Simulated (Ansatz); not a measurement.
# C3H4F2O: up Jacob's ladder to CCSD(T)

Aim: compute C3H4F2O with functionals from several rungs and with coupled cluster, and see how far each lands from CCSD(T) at the basis-set limit for the atomisation energy.

Computed with Ansatz 0.2.0, Gaussian basis. Level: functionals in def2-TZVPP, the program's frozen cores in correlated methods.

The runs, in order: PBE-D4, r2SCAN-D4, PBE0-D4, B3LYP-D4, ωB97X-V, ωB97M-V, B2PLYP; CCSD(T)/def2-TZVPP; MP2/def2-QZVPP; extrapolation to the limit.

## (1) The geometry

An earlier PBE0-D4 in a triple-zeta def2 set relaxation fixed the geometry.

10 atoms, charge 0, spin multiplicity 1.

Atoms are counted from 1 here; the program's logs count them from 0.

Bond lengths: C1–C2 1.493 Å, C1–H7 1.089 Å, C1–H8 1.090 Å, C1–H9 1.089 Å, C2–F3 1.364 Å, C2–F4 1.364 Å, C2–C5 1.532 Å, C5–O6 1.194 Å, C5–H10 1.109 Å. Angles: C2–C1–H7 109.8°, C2–C1–H8 109.0°, C2–C1–H9 109.8°, H7–C1–H8 109.8°, H7–C1–H9 108.7°, H8–C1–H9 109.8°, C1–C2–F3 111.0°, C1–C2–F4 111.0°, C1–C2–C5 115.9°, F3–C2–F4 106.3°, F3–C2–C5 106.0°, F4–C2–C5 106.1°, C2–C5–O6 123.6°, C2–C5–H10 113.3°, O6–C5–H10 123.1°.

Coordinates:

```
C    -0.4067   -1.0741    0.3445
C     0.2843   -0.0104   -0.4426
F     1.6154   -0.2819   -0.5669
F    -0.2127    0.0590   -1.7110
C     0.1937    1.4091    0.1260
O    -0.3822    1.6809    1.1356
H    -1.4691   -0.8454    0.4199
H    -0.2698   -2.0320   -0.1572
H     0.0120   -1.1201    1.3490
H     0.7181    2.1637   -0.4943
```

## (2) PBE-D4 (GGA)

The input, in.yaml:

```yaml
crystal:
  periodic: [false, false, false]
  atoms:
    - {symbol: C, position_ang: [-0.406745, -1.074143, 0.344482]}
    - {symbol: C, position_ang: [0.284339, -0.010374, -0.442650]}
    - {symbol: F, position_ang: [1.615358, -0.281938, -0.566880]}
    - {symbol: F, position_ang: [-0.212726, 0.059013, -1.710999]}
    - {symbol: C, position_ang: [0.193746, 1.409098, 0.125988]}
    - {symbol: O, position_ang: [-0.382174, 1.680915, 1.135603]}
    - {symbol: H, position_ang: [-1.469128, -0.845397, 0.419908]}
    - {symbol: H, position_ang: [-0.269776, -2.032036, -0.157229]}
    - {symbol: H, position_ang: [0.012015, -1.120098, 1.349044]}
    - {symbol: H, position_ang: [0.718091, 2.163659, -0.494265]}
basis:
  gaussian: {orbitals: def2-TZVPP}
hamiltonian: {xc: pbe, dispersion: d4}
output: {forces: true, orbitals: {seedname: orbitals}}
```

Launch:

```console
$ ansatz run in.yaml --threads 4 --pin off --events-out ev --progress --plain --max-ram 10444MiB
```

After this run come: r2SCAN-D4 (meta-GGA); PBE0-D4 (hybrid); B3LYP-D4 (hybrid); ωB97X-V (range-separated); ωB97M-V (range-separated); B2PLYP (double hybrid); CCSD(T) in def2-TZVPP; MP2 in def2-QZVPP.

Q: Predict the results of all the runs planned. Wanted: atomisation energy, CCSD(T)/CBS; farthest; mean size of error, hybrid; mean size of error, range-separated; gap, smallest and largest; T1 diagnostic; triples share of the correlation energy.

As calculated:

| quantity | value |
| --- | --- |
| atomisation energy, CCSD(T)/CBS | 4160.7 kJ/mol |
| functionals within 20.8 kJ/mol (0.5 %) | B3LYP-D4, ωB97X-V, ωB97M-V |
| farthest | PBE-D4 (+163.4 kJ/mol) |
| mean size of error, hybrid | 18.3 kJ/mol |
| mean size of error, range-separated | 17.7 kJ/mol |
| gap, smallest and largest | 3.65 eV (PBE-D4), 11.46 eV (ωB97X-V) |
| T1 diagnostic | 0.0133 |
| triples share of the correlation energy | 3.6 % |

What this shows: PBE-D4 misses by +163.4 kJ/mol. Double hybrids carry the basis error of their MP2 part in triple zeta, and no dispersion term here, so their miss is partly the set-up's. The reference freezes the cores and leaves out relativity and excitations past (T), so misses under about 20.8 kJ/mol can't be ranked. Hartree-Fock recovers 70 % of the binding; the rest is correlation. Orbital gaps span 3.7 to 11.5 eV; exact exchange widens them.
